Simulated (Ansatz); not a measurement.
## Ge–CH2: how the atomization moves with the basis

Ge–CH2, singlet; coordinates (Å): Ge 0.000 0.000 0.303; C 0.000 0.000 -1.483; H 0.000 -0.912 -2.079; H 0.000 0.912 -2.079. Quantity: atomization.

Ansatz 0.2.0, basis cc-pVDZ or cc-pVTZ; geometries are PBE0/def2-TZVP minima. Wave-function levels freeze the cores with the filled d shells of p-block atoms; HF, MP2 and coupled cluster are restricted for singlets and unrestricted otherwise, atoms included (their steps beyond CCSDT(Q) come from restricted open-shell runs), restricted open-shell where a d shell is frozen, Kohn–Sham unrestricted where that lies lower. NEVPT2 and MRCISD+Q stand on CASSCF in the full valence space, and MRCISD+Q is size-consistent only roughly. The reference is CCSDT(Q) or CCSDTQ (coupled cluster only where its series has nearly closed). Semilocal and hybrid functionals correlate all electrons outside any core potential and usually lie nearer their basis limit than the reference, so part of their error here is the reference's basis and frozen-core error; RPA and the MP2 part of double hybrids freeze the same cores as the reference. None of these values is a measured one. Energies are electronic, without zero-point terms. No spin–orbit coupling and no scalar relativity. The species are chosen: bound, without strong static correlation by their natural occupations or amplitudes, in their lowest spin state as far as vertical gaps and like structures tell, and with a ladder that closes on the reference, so errors are smaller than for species at large; levels whose determinant breaks symmetry or spin markedly are left out.

| level | cc-pVDZ (kcal/mol) | cc-pVTZ (kcal/mol) |
| --- | --- | --- |
| reference | 275.7 (CCSDTQ) | 292.8 (CCSDT(Q)) |
| CCSD(T) | 275.1 | 292.3 |
| CCSDT | 275.2 | 292.1 |
| NEVPT2 | 271.1 | 284.8 |
| MRCISD+Q | 273.7 | 290.5 |
| PBE | 301.9 | 307.4 |
| PBE0 | 293.9 | 299.2 |
| wB97M-V | 296.1 | 299.8 |

From cc-pVDZ to cc-pVTZ the reference moves by 17.1 kcal/mol and PBE by 5.5; the step from CCSD(T) to the reference is 0.6 in the first and 0.5 in the last.
